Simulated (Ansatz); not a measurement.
Computed with PBE0-D3(BJ)/def2-TZVP in Ansatz (an electronic-structure program). No frequencies were computed at this level.

Ansatz 0.2 input:
```yaml
crystal:
  periodic: [false, false, false]
  atoms:
    - { symbol: F, position_ang: [-1.116449, -0.663579, -0.060265] }
    - { symbol: B, position_ang: [0.000027, 0.000033, -0.000536] }
    - { symbol: F, position_ang: [1.132016, -0.636551, 0.061339] }
    - { symbol: F, position_ang: [-0.015593, 1.300096, -0.000538] }
basis:
  gaussian: { orbitals: def2-tzvp }
hamiltonian:
  xc: pbe0
  dispersion: d3bj
relax:
  max_steps: 150
```

Output:

```
Functional definition: PBE0
637 factors; their error is unknown
mean field evaluation 1: about -8824.5364 eV, gradient 4.5e1 eV
mean field evaluation 2: about -8822.6725 eV, gradient 6.0e1 eV
mean field evaluation 4: about -8827.0429 eV, gradient 4.1e-1 eV
mean field evaluation 8: about -8827.0820 eV, gradient 1.4e-3 eV
mean field -8827.08195171 eV, -324.3892785142 hartree, gradient 1.0e-5 eV, S^2 0.000000; 0 other end points of the search recorded, 0 dependent functions left out
reference -8827.08197504 eV, -324.3892793716 hartree; 16, 16 occupied and 108, 108 virtual orbitals, 637 factors
relax step   1: F+E_penalty+E_count = -8827.10801527 eV  Δ(F+E_penalty+E_count) = +0.000e0 eV  max|allowed force component| = 6.393e-1 eV/Å  Δτ_max = 0.0000 Å  (22 SCF iters, accepted)
these checks for a lower state are left out or cut short: starts, cluster_reference, orbital_swaps, neighbouring_geometries, increment
637 factors; their error is unknown
mean field evaluation 16: about -8827.0906 eV, gradient 1.6e-1 eV
mean field -8827.09061783 eV, -324.3895969884 hartree, gradient 1.3e-5 eV, S^2 0.000000; 0 other end points of the search recorded, 0 dependent functions left out
reference -8827.09064111 eV, -324.3895978440 hartree; 16, 16 occupied and 108, 108 virtual orbitals, 637 factors
relax step   2: F+E_penalty+E_count = -8827.11666267 eV  Δ(F+E_penalty+E_count) = -8.647e-3 eV  max|allowed force component| = 2.175e-1 eV/Å  Δτ_max = 0.0075 Å  (27 SCF iters, accepted)
these checks for a lower state are left out or cut short: starts, cluster_reference, orbital_swaps, neighbouring_geometries, increment
637 factors; their error is unknown
mean field -8827.07591314 eV, -324.3890566008 hartree, gradient 1.0e-5 eV, S^2 0.000000; 0 other end points of the search recorded, 0 dependent functions left out
reference -8827.07593636 eV, -324.3890574541 hartree; 16, 16 occupied and 108, 108 virtual orbitals, 637 factors
relax step   3: F+E_penalty+E_count = -8827.10193477 eV  Δ(F+E_penalty+E_count) = +1.473e-2 eV  max|allowed force component| = 6.900e-1 eV/Å  Δτ_max = 0.0380 Å  (26 SCF iters, rejected (line search))
these checks for a lower state are left out or cut short: starts, cluster_reference, orbital_swaps, neighbouring_geometries, increment
637 factors; their error is unknown
mean field evaluation 32: about -8827.0924 eV, gradient 1.3e-3 eV
mean field -8827.09240399 eV, -324.3896626284 hartree, gradient 1.3e-5 eV, S^2 0.000000; 0 other end points of the search recorded, 0 dependent functions left out
reference -8827.09242724 eV, -324.3896634831 hartree; 16, 16 occupied and 108, 108 virtual orbitals, 637 factors
relax step   4: F+E_penalty+E_count = -8827.11843857 eV  Δ(F+E_penalty+E_count) = -1.776e-3 eV  max|allowed force component| = 6.910e-4 eV/Å  Δτ_max = 0.0061 Å  (27 SCF iters, accepted)
637 factors; their error is unknown
mean field -8827.09240399 eV, -324.3896626284 hartree, gradient 2.5e-5 eV, S^2 0.000000; 1 other end points of the search recorded, 0 dependent functions left out
reference -8827.09242724 eV, -324.3896634831 hartree; 16, 16 occupied and 108, 108 virtual orbitals, 637 factors
Total energy: -8827.11846183 eV, -324.3906202363 hartree
Atom 0 at    -1.125888    -0.669166    -0.060964 Å, force    -0.000593    -0.000166     0.000150 eV/Å
Atom 1 at    -0.000002     0.000010     0.000026 Å, force     0.000055    -0.000365    -0.000542 eV/Å
Atom 2 at     1.141608    -0.641913     0.061669 Å, force     0.000567    -0.000160     0.000212 eV/Å
Atom 3 at    -0.015717     1.311068    -0.000731 Å, force    -0.000030     0.000691     0.000180 eV/Å
Dipole moment:    -0.000003     0.000020     0.000033 e Å
```

Cost: very roughly 7 core-seconds.
